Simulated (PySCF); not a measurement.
## Ionisation of hydrogen sulfide

System: `S` (H2S). Numbering: `[SH2:1]`

Energies: ωB97X-D3(BJ)/ma-def2-TZVP (PySCF, density fitting, integration grid level 2) on PBE0-D3(BJ)/def2-SVP structures. ωB97X-D3(BJ) is ωB97X-V with D3(BJ) in place of VV10. Zero-point and thermal terms (298.15 K, 1 bar) come from unscaled PBE0-D3(BJ)/def2-SVP harmonic frequencies, with soft modes damped to free rotors in the entropy.

Frontier levels of the parent: HOMO -10.05 eV, LUMO 1.92 eV.

Oxidation to the radical cation:
* Vertical ionisation energy (electronic): 10.49 eV
* Adiabatic ionisation energy (with zero-point energy): 10.48 eV
* Adiabatic, electronic part: 10.49 eV
* Vertical gap at the product's structure: 10.47 eV
* ⟨S²⟩ of the product: 0.754
* Largest spin populations: S1 1.04
* Largest changes of atomic charge: S1 0.79, H (on S1) 0.11, H (on S1) 0.11
* Distances that move most (Å): S1–H 1.349 → 1.371; S1–H 1.349 → 1.371

Measured values (NIST Chemistry WebBook, evaluated or the median of agreeing entries): adiabatic ionisation energy 10.46 eV (computed 10.48, difference 0.02).

Run with `OMP_NUM_THREADS=1 python redox_run.py task.json out` on 1 thread of Arm Neoverse V1, a shared host. Structures, frequencies and single points: 8.3 s of wall time.
